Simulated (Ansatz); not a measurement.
Relaxing Pb in the fcc type

First guess:

```xyz
1
Lattice="0.0000 2.3585 2.3585 2.3585 0.0000 2.3585 2.3585 2.3585 0.0000" Properties=species:S:1:pos:R:3 pbc="T T T"
Pb    0.0000    0.0000    0.0000
```

Method: DFT, PBE, PAW with Ansatz's default frozen-core files, scalar-relativistic (Ansatz 0.2.0).

Cell and atoms relax within the symmetry of the start on a 13×13×13 k mesh with 0.05 eV Fermi–Dirac smearing.

The start is built from a prototype, known or not as a phase of this compound; the cutoff is 420 eV.

No spin–orbit coupling, which matters for the heavy atoms here.

Question: What is the pressure of the first guess?

Answer: 12.66 GPa.

Question: What does it relax to?

Answer: a = 5.041 Å, b = 5.041 Å, c = 5.041 Å, α = 90.00°, β = 90.00°, γ = 90.00° (conventional cell), 32.02 Å³ per atom:
Space group Fm-3m (No. 225). a = 5.041 Å, b = 5.041 Å, c = 5.041 Å, α = 90.00°, β = 90.00°, γ = 90.00°
| atom | site | symmetry | x | y | z |
| --- | --- | --- | --- | --- | --- |
| Pb | 4a | m-3m | 0.0000 | 0.0000 | 0.0000 |

Question: How much energy does the relaxation release?

Answer: 187 meV/atom.
